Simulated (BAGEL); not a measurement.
**BH5S (SMILES [BH3-][SH2+]) at 4 levels**

We compute a comparison of 4 runs (B3LYP/6-31G*, B3LYP/def2-SVPD, PBE0/def2-SVPD, RI-MP2/def2-SVPD) of BH5S. 

Program for the calculation: BAGEL 1.2.2.

2 further runs of the same task are left out: 2 that didn't finish.

## (1) The molecule

The species is BH5S (7 atoms), meant as a singlet with charge 0. SMILES: `[BH3-][SH2+]`. The coordinates come from a PBE0-D4/def2-TZVP relaxation.

Bond lengths: B1–S2 1.975 Å, B1–H3 1.207 Å, B1–H4 1.203 Å, B1–H5 1.207 Å, S2–H6 1.346 Å, S2–H7 1.346 Å. Angles: B1–S2–H6 103.7°, B1–S2–H7 103.7°, S2–B1–H3 100.3°, S2–B1–H4 107.0°, S2–B1–H5 100.3°, H6–S2–H7 92.5°, H3–B1–H4 116.2°, H3–B1–H5 113.7°, H4–B1–H5 116.2°.

## (2) The energy at B3LYP/6-31G(d) (density fitting with qzvpp-jkfit, spherical functions) (run 1)

File input.json:

```json
{ "bagel": [

{
  "title": "molecule",
  "basis": "6-31gs.json",
  "df_basis": "qzvpp-jkfit",
  "angstrom": true,
  "geometry": [
    { "atom": "B", "xyz": [      -0.525600,      -0.461500,      -0.504300 ] },
    { "atom": "S", "xyz": [       0.568600,       0.977600,       0.290900 ] },
    { "atom": "H", "xyz": [      -1.623200,       0.036400,      -0.431500 ] },
    { "atom": "H", "xyz": [      -0.344400,      -1.447600,       0.159700 ] },
    { "atom": "H", "xyz": [      -0.075400,      -0.482100,      -1.624500 ] },
    { "atom": "H", "xyz": [       0.286000,       0.903800,       1.604900 ] },
    { "atom": "H", "xyz": [       1.775400,       0.405500,       0.458900 ] }
  ]
},

{ "title": "ks", "xc_func": "b3lyp", "charge": 0 },

{ "title": "print", "file": "orbitals.molden", "orbitals": true }

]}
```

The basis set 6-31G* is read from a file made from the Basis Set Exchange's data (not shown).

Started as:

```bash
$ BAGEL_NUM_THREADS=1 BAGEL input.json > input.out
```

The program printed:

```text
* using 1 threads per process

  ===============================================================
  ===============================================================

  *** Geometry ***

[... 20 lines left out ...]
    * Removing 11261 points whose weight is below 1.00e-10
[... 2 lines left out ...]
  === Nuclear Repulsion ===
    54.7452153616

       - DIIS with orbital gradients will be used.

  === KS iteration (b3lyp / 6-31gs.json) ===
      0       -403.28990458          0.09654194           0.15
      1       -404.53980267          0.17651474           0.12
      2       -408.92691348          0.15397667           0.11
[... 12 lines of this table left out ...]
     15       -426.01327122          0.00000000           0.10
    * SCF iteration converged.

    * Permanent dipole moment:
           (   -1.003904,    -0.721680,    -0.990003) a.u.

    * METHOD: KS                                   2.02

    * METHOD: PRINT                                0.00

  ===============================================================
```

Wall time 2.2 s (1 thread of Arm Neoverse V1, shared host); peak memory 0.21 GiB.

## (3) The energy at B3LYP/def2-SVPD (density fitting with qzvpp-jkfit) (run 2)

File calc.json:

```json
{ "bagel" : [

{
  "title" : "molecule",
  "basis" : "def2-svpd.json",
  "df_basis" : "qzvpp-jkfit",
  "angstrom" : true,
  "geometry" : [
    { "atom" : "B", "xyz" : [      -0.525600,      -0.461500,      -0.504300 ] },
    { "atom" : "S", "xyz" : [       0.568600,       0.977600,       0.290900 ] },
    { "atom" : "H", "xyz" : [      -1.623200,       0.036400,      -0.431500 ] },
    { "atom" : "H", "xyz" : [      -0.344400,      -1.447600,       0.159700 ] },
    { "atom" : "H", "xyz" : [      -0.075400,      -0.482100,      -1.624500 ] },
    { "atom" : "H", "xyz" : [       0.286000,       0.903800,       1.604900 ] },
    { "atom" : "H", "xyz" : [       1.775400,       0.405500,       0.458900 ] }
  ]
},

{
  "title" : "ks",
  "xc_func" : "b3lyp"
},

{
  "title" : "print",
  "file" : "orbitals.molden",
  "orbitals" : true
}

]}
```

The basis set def2-SVPD is read from a file made from the Basis Set Exchange's data (not shown).

Started as:

```bash
$ BAGEL_NUM_THREADS=1 BAGEL calc.json > calc.out
```

The program printed:

```text
* using 1 threads per process

  ===============================================================
  ===============================================================

  *** Geometry ***

[... 20 lines left out ...]
    * Removing 11261 points whose weight is below 1.00e-10
[... 2 lines left out ...]
  === Nuclear Repulsion ===
    54.7452153616

       - DIIS with orbital gradients will be used.

  === KS iteration (b3lyp / def2-svpd.json) ===
      0       -399.53606855          0.07198240           0.27
      1       -404.28526183          0.12828474           0.27
      2       -408.70729878          0.10568175           0.27
[... 15 lines of this table left out ...]
     18       -425.90412058          0.00000000           0.26
    * SCF iteration converged.

    * Permanent dipole moment:
           (   -0.949556,    -0.734400,    -0.913898) a.u.

    * METHOD: KS                                   5.46

    * METHOD: PRINT                                0.02

  ===============================================================
```

It took 5.7 s on 1 thread of Arm Neoverse V1, shared host; peak memory 0.37 GiB.

Run 3 isn't shown in full; the table further down has it.

## (4) The energy at RI-MP2/def2-SVPD (density fitting with qzvpp-jkfit) (run 4)

File input.json:

```json
{ "bagel": [

{
  "title": "molecule",
  "basis": "def2-svpd.json",
  "df_basis": "qzvpp-jkfit",
  "angstrom": true,
  "geometry": [
    { "atom": "B", "xyz": [   -0.525600,   -0.461500,   -0.504300 ] },
    { "atom": "S", "xyz": [    0.568600,    0.977600,    0.290900 ] },
    { "atom": "H", "xyz": [   -1.623200,    0.036400,   -0.431500 ] },
    { "atom": "H", "xyz": [   -0.344400,   -1.447600,    0.159700 ] },
    { "atom": "H", "xyz": [   -0.075400,   -0.482100,   -1.624500 ] },
    { "atom": "H", "xyz": [    0.286000,    0.903800,    1.604900 ] },
    { "atom": "H", "xyz": [    1.775400,    0.405500,    0.458900 ] }
  ]
},
{
  "title": "hf"
},
{
  "title": "mp2",
  "ncore": 6
}

]}
```

The basis set def2-SVPD is read from a file made from the Basis Set Exchange's data (not shown).

Started as:

```bash
$ BAGEL_NUM_THREADS=1 BAGEL input.json > input.out
```

The program printed:

```text
* using 1 threads per process

  ===============================================================
  ===============================================================

  *** Geometry ***

[... 31 lines left out ...]
    * SCF iteration converged.
[... 1 line left out ...]
    * Permanent dipole moment:
[... 2 lines left out ...]
    * METHOD: HF                                   0.36

  *** RHF ***

  === Nuclear Repulsion ===
    54.7452153616

      * DIIS with orbital gradients will be used.

  === RHF iteration (def2-svpd.json) ===
      0       -424.94653105          0.00000000           0.02
    * SCF iteration converged.

    * Permanent dipole moment:
           (   -0.995583,    -0.748465,    -0.967480) a.u.

  === DF-MP2 calculation ===

    * freezing 6 orbitals
    * 3-index integral transformation done
    * assembly done

      MP2 correlation energy:   -0.2705533249      0.01

      MP2 total energy:       -425.2170843734

    * METHOD: MP2                                  0.07

  ===============================================================
```

Wall time 0.67 s (1 thread of Arm Neoverse V1, shared host).

## (5) All runs side by side

```tsv
run	level	frozen core orbitals	energy (Eh)	dipole moment (D)	HOMO energy (eV)	LUMO energy (eV)	wall time
1	B3LYP/6-31G* (density fitting with qzvpp-jkfit, spherical functions)	–	-426.013271	4.03	-7.94	-0.38	2.2 s
2	B3LYP/def2-SVPD (density fitting with qzvpp-jkfit)	–	-425.904121	3.83	-8.17	-0.81	5.7 s
3	PBE0/def2-SVPD (density fitting with qzvpp-jkfit)	–	-425.695495	3.87	-8.35	-0.50	5.1 s
4	RI-MP2/def2-SVPD (density fitting with qzvpp-jkfit)	6	-425.217084	–	–	–	0.67 s
```

## (6) Summary of results

| quantity | value |
| --- | --- |
| run 4: total energy | -425.21708 Eh |
| run 4: correlation energy (6 core orbitals frozen) | -270.6 mEh |

Over runs 1, 2, 3 the dipole moment (its size) runs from 3.83 D (B3LYP/def2-SVPD) to 4.03 D (B3LYP/6-31G*). Over runs 1, 2, 3 the HOMO–LUMO gap runs from 7.36 eV (B3LYP/def2-SVPD) to 7.85 eV (PBE0/def2-SVPD). Totals of different functionals can't be ranked against each other. All runs together took 14 s, the longest 5.7 s.
